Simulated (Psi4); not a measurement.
**BH3F− (SMILES [BH3-]F): MP2/6-311+G(d,p) (density fitting for correlation, ints tolerance 1e-12, sweep point 6)**

What is the vertical ionisation energy of BH3F− at MP2/6-311+G** (density fitting for correlation, ints tolerance 1e-12, sweep point 6)? 

The calculation is run with Psi4 1.11.

4 further runs of the same task are left out: 4 set aside as unsound or not needed.

## 1. The molecule

The species is BH3F− (5 atoms), meant as a singlet with charge -1. As SMILES, `[BH3-]F`. The coordinates come from a GFN2-xTB relaxation.

Bond lengths: B1–F2 1.447 Å, B1–H3 1.227 Å, B1–H4 1.228 Å, B1–H5 1.228 Å. Angles: F2–B1–H3 108.4°, F2–B1–H4 108.4°, F2–B1–H5 108.4°, H3–B1–H4 110.7°, H3–B1–H5 110.5°, H4–B1–H5 110.5°.

## 2. The energy at MP2/6-311+G(d,p) (density fitting for correlation, ints tolerance 1e-12, sweep point 6)

File input.in:

```
memory 1600 MB

molecule geom {
  -1 1
  B     -0.035750     0.029280    -0.033890
  F      0.855550    -0.717910     0.826970
  H     -1.067340     0.264210     0.588100
  H     -0.274560    -0.651290    -1.027540
  H      0.522090     1.075700    -0.353640
  symmetry c1
}

set basis 6-311+G**
set reference rhf
set puream true
set scf_type direct
set num_frozen_docc 2
set ints_tolerance 1e-12
set maxiter 60

result, w = energy("mp2", return_wfn=True)
print_variables()
```

The run is started by

```sh
$ psi4 input.in input.out -n 1
```

input.out:

```text
[...]
  Running in c1 symmetry.
[...]
  Nuclear repulsion =   30.284623548232830
[...]
  Multiplicity = 1
[...]
  Nalpha       = 9
  Nbeta        = 9
[...]
    Number of basis functions: 62
[...]
   @DF-RHF iter   1:  -125.86458836866314   -8.53910e-01   6.14410e-03 DIIS/ADIIS
[...]
   @RHF iter  14:  -125.93609113333721   -3.92220e-12   8.00694e-09 DIIS
[...]
    Orbital Energies [Eh]
    ---------------------
    Doubly Occupied:
       1A    -25.996616     2A     -7.344853     3A     -1.290887
       4A     -0.498037     5A     -0.387226     6A     -0.387167
       7A     -0.345733     8A     -0.188534     9A     -0.188135
[...]
  @RHF Final Energy:  -125.93609113333721
   => Energetics <=
    Nuclear Repulsion Energy =             30.2846235482328296
    One-Electron Energy =                -239.1870530180993342
    Two-Electron Energy =                  82.9663383365292759
    Total Energy =                       -125.9360911333372144
[...]
 Multipole Moments:
 ------------------------------------------------------------------------------------
     Multipole            Electronic (a.u.)      Nuclear  (a.u.)        Total (a.u.)
 ------------------------------------------------------------------------------------
 L = 1.  Multiply by 2.5417464519 to convert [e a0] to [Debye]
 Dipole X            :          2.4954780           -1.9581879            0.5372902
 Dipole Y            :         -2.0971407            1.6446980           -0.4524427
 Dipole Z            :          2.4153381           -1.8942086            0.5211295
 Magnitude           :                                                    0.8746205
[...]
```

It took 2.8 s on 1 thread of Intel Xeon 6975P-C (Granite Rapids), shared host; peak memory 0.2 GiB.

## 3. Doublet neutral BH3F

File calc.in:

```
memory 1600 mb

molecule {
  0 2
  B     -0.035750     0.029280    -0.033890
  F      0.855550    -0.717910     0.826970
  H     -1.067340     0.264210     0.588100
  H     -0.274560    -0.651290    -1.027540
  H      0.522090     1.075700    -0.353640
  symmetry c1
}

set basis 6-311+G**
set reference uhf
set puream true
set scf_type direct
set num_frozen_docc 2
set ints_tolerance 1e-12
set maxiter 150

e_tot, wfn = energy('mp2', return_wfn=True)
```

The run is started by

```sh
$ psi4 -i calc.in -o calc.out -n 1
```

calc.out:

```text
[...]
  Running in c1 symmetry.
[...]
  Nuclear repulsion =   30.284623548232830
[...]
  Multiplicity = 2
[...]
  Nalpha       = 9
  Nbeta        = 8
[...]
    Number of basis functions: 62
[...]
   @DF-UHF iter   1:  -125.74695475589789   -7.36276e-01   4.66882e-03 ADIIS/DIIS
[...]
   @UHF iter  29:  -125.79293958641301   -1.12266e-12   5.74342e-09 DIIS
[...]
   @S^2 Observed:                7.677530404E-01
[...]
    Orbital Energies [Eh]
    ---------------------
    Alpha Occupied:
       1A    -26.279673     2A     -7.663127     3A     -1.568322
       4A     -0.832039     5A     -0.694496     6A     -0.659757
       7A     -0.653340     8A     -0.556284     9A     -0.484115
    Alpha Virtual:
      10A      0.054877    11A      0.074082    12A      0.079660
      13A      0.081035    14A      0.211946    15A      0.228129
      16A      0.233482    17A      0.277328    18A      0.355907
      19A      0.360885    20A      0.367318    21A      0.405373
      22A      0.427870    23A      0.481261    24A      0.596891
      25A      0.626417    26A      0.646284    27A      0.675114
[...]
  @UHF Final Energy:  -125.79293958641301
   => Energetics <=
    Nuclear Repulsion Energy =             30.2846235482328296
    One-Electron Energy =                -234.2393639293930505
    Two-Electron Energy =                  78.1618007947471938
    Total Energy =                       -125.7929395864130129
  UHF NO Occupations:
  HONO-2 :    7  A 1.9983503
  HONO-1 :    8  A 1.9938153
[...]
 Multipole Moments:
 ------------------------------------------------------------------------------------
     Multipole            Electronic (a.u.)      Nuclear  (a.u.)        Total (a.u.)
 ------------------------------------------------------------------------------------
 L = 1.  Multiply by 2.5417464519 to convert [e a0] to [Debye]
 Dipole X            :          1.7757279           -1.9581879           -0.1824599
 Dipole Y            :         -0.7886697            1.6446980            0.8560283
 Dipole Z            :          1.3118336           -1.8942086           -0.5823749
 Magnitude           :                                                    1.0513024
[...]
```

Wall time 3 s (1 thread of Intel Xeon 6975P-C (Granite Rapids), shared host); peak memory 0.2 GiB.

## 4. Outcome

Level: MP2/6-311+G** (density fitting for correlation, ints tolerance 1e-12, sweep point 6), 2 core orbitals frozen.

| quantity | value |
| --- | --- |
| singlet BH3F−: total energy | -126.27594 Eh |
| singlet BH3F−: HOMO energy (Hartree–Fock orbitals) | -5.12 eV |
| singlet BH3F−: LUMO energy (Hartree–Fock orbitals) | 5.88 eV |
| singlet BH3F−: HOMO–LUMO gap (to an unbound level, set by the basis) | 11.00 eV |
| singlet BH3F−: correlation energy (2 core orbitals frozen) | -339.8 mEh |
| doublet neutral BH3F: total energy | -126.11541 Eh |
| doublet neutral BH3F: HOMO energy (Hartree–Fock orbitals) (highest over α and β) | -12.28 eV |
| doublet neutral BH3F: LUMO energy (Hartree–Fock orbitals) (lowest over α and β) | -2.80 eV |
| doublet neutral BH3F: correlation energy (2 core orbitals frozen) | -322.5 mEh |
| doublet neutral BH3F: ⟨S²⟩ of the reference determinant | 0.768 |
| vertical detachment energy (to the doublet neutral) | 4.368 eV |

**Reading.** Removing an electron at fixed nuclei costs 4.37 eV (101 kcal/mol).
